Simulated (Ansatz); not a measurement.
Input for Ansatz (development build ahead of 0.2.0):

```yaml
crystal:
  periodic: [false, false, false]
  atoms:
    - { symbol: Li, position_ang: [0.0, 0.0, -1.06406] }
    - { symbol: B, position_ang: [0.0, 0.0, 1.06406] }
basis:
  gaussian: { orbitals: def2-SVP }
magnetization:
  spin_polarized: true
  initial_magnetization: 2
hamiltonian:
  xc: hf
correlation:
  method: ccsd_t
  frozen_orbitals: { B: 1, Li: 0 }
```

The input is written out in the form of the current development build from the run's settings.

Results

- Converged: yes
- Reference energy: -31.95651 hartree
- Correlation energy: -0.06646 hartree
- Total energy: -32.02297 hartree
- Stability test: minimum
